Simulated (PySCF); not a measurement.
C2H7PS.
Geometry (PBE0-D3(BJ)/def2-SVP, Å), atoms numbered from 1 in this order:
```xyz
11
C2H7PS angstrom
C     -1.382    0.360    0.393
P      0.338    0.667   -0.122
C      1.068   -0.990   -0.321
S      1.343    1.887    1.007
H     -1.899   -0.312   -0.309
H     -1.905    1.325    0.445
H     -1.367   -0.084    1.399
H      0.164    1.072   -1.479
H      2.087   -0.875   -0.718
H      1.130   -1.459    0.671
H      0.469   -1.617   -0.999
```

The closed-shell ground state was solved at several levels (PySCF, density fitting, gas phase, non-relativistic).

| level | basis functions | total energy (Eh) | HOMO (eV) | LUMO (eV) | gap (eV) | dipole (D) |
| --- | --- | --- | --- | --- | --- | --- |
| B3LYP/cc-pVTZ | 226 | -820.1020 | -6.20 | 0.24 | 6.44 | 4.52 |
| B3LYP/def2-TZVP | 178 | -820.0986 | -6.23 | 0.26 | 6.49 | 4.45 |

(1) Estimate the row for B3LYP/6-31G*, a basis of 78 functions; the other rows only guide the guess.

(2) Over all these levels, which gives the widest orbital gap and which the narrowest?

(3) How much does the basis alone move the frontier levels among the 3 B3LYP rows (the withheld one included)?

(4) How far do the dipole and the HOMO energy spread over the levels?

Answers

(1) Total energy -819.9864 Eh, HOMO -6.06 eV, LUMO 1.04 eV, gap 7.10 eV, dipole 4.83 D.

(2) B3LYP/6-31G* has the widest, 7.10 eV, and B3LYP/cc-pVTZ the narrowest, 6.44 eV. From the narrowest to the widest the HOMO moves by +0.14 eV and the LUMO by +0.80 eV.

(3) The HOMO by 0.17 eV and the LUMO by 0.80 eV. By rising basis size (HOMO, LUMO in eV): 6-31G* -6.06, 1.04; def2-TZVP -6.23, 0.26; cc-pVTZ -6.20, 0.24.

(4) The dipole runs from 4.45 to 4.83 D (mean 4.60 D) and the HOMO from -6.23 to -6.06 eV.
